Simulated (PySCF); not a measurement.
Gas-phase reaction: BF₃ + 2 HF ⇌ BH₂F + 2 F₂

Energies from PySCF (xtb for GFN2), thermal terms from the rigid-rotor harmonic-oscillator model, ideal gas at 1 bar. † marks an energy on the PBE0/def2-TZVP geometry and frequencies; other levels use their own. MP2 and CCSD(T) freeze the core. All species are closed-shell singlets. B3LYP is the form with VWN-RPA correlation. BH₂F: computed as isolated molecules; such fragments, hydroxides, amides, oligomers or adducts are transient or little studied in the gas. MP2 isn't extrapolated to the basis-set limit; its ΔH°(298 K) is 1402.3 kJ in def2-SVP and 1429.6 kJ in def2-TZVPP. CCSD(T) isn't extrapolated to the basis-set limit; its ΔH°(298 K) is 1335.5 kJ in def2-SVP and 1363.1 kJ in def2-TZVPP. The harmonic model lacks anharmonicity and excited electronic states, which grow with temperature; levels with a mode under 35 cm⁻¹ are left out.

```tsv
level	ΔE electronic, kJ	ΔH°(298 K), kJ	ΔS°(298 K), J/K	ΔG°(1400 K), kJ
B3LYP/def2-TZVP†	1335	1323	24	1295
BLYP/def2-TZVP†	1276	1264	24	1236
CCSD(T)/def2-SVP†	1347	1336	24	1308
CCSD(T)/def2-TZVPP†	1375	1363	24	1335
GFN2-xTB	936	925	24	895
HF/def2-TZVP†	1455	1443	24	1415
MP2/def2-SVP†	1414	1402	24	1374
MP2/def2-TZVPP†	1441	1430	24	1402
PBE0/def2-SVP†	1340	1329	24	1301
LDA/def2-TZVP†	1361	1350	24	1322
ωB97M-V/def2-TZVP†	1355	1344	24	1316
```
ΔH° is lowest at GFN2-xTB and highest at HF/def2-TZVP†. No reference value is set beside these.
